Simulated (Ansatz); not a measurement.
# FMg: the cost of one run

The runs use Ansatz 0.2.0, Gaussian basis; the settings change from run to run.

41 further runs of the same task are left out: 22 for a known fault of the program, 15 that didn't finish, 4 set aside as unsound or not needed. Runs told in other sessions of the task aren't counted.

**1. What is computed**

The geometry derives from a PBE0/def2-TZVP stationary point (not a proven minimum). One bond is set to the value named and the two fragments are kept rigid.

2 atoms, charge 1, spin multiplicity 1.

Atoms are counted from 1 here; the program's logs count them from 0.

No contacts short enough for the rule that draws bonds.

**2. CCSDT(Q)/cc-pVDZ**

File in.yaml:

```yaml
crystal:
  periodic: [false, false, false]
  atoms:
    - {symbol: F, position_ang: [0.000000, 0.000000, 0.000000]}
    - {symbol: Mg, position_ang: [0.000000, 0.000000, 3.118000]}
basis:
  gaussian: {orbitals: cc-pVDZ}
total_charge: 1
magnetization: {spin_polarized: false}
hamiltonian: {xc: {name: r2SCAN}, pseudopotentials: {relativity: scalar}}
correlation: {method: ccsdt_q, electrons: all}
scf: {lower_state_search: off}
```

The run is started by

```
> ansatz run in.yaml --threads 1 --pin off --events-out ev --progress --plain --max-ram 2393MiB
```

What time and memory should one allow on 1 thread of AMD EPYC 7B13, shared host?

About 25 s, with a peak of 0.42 GiB.
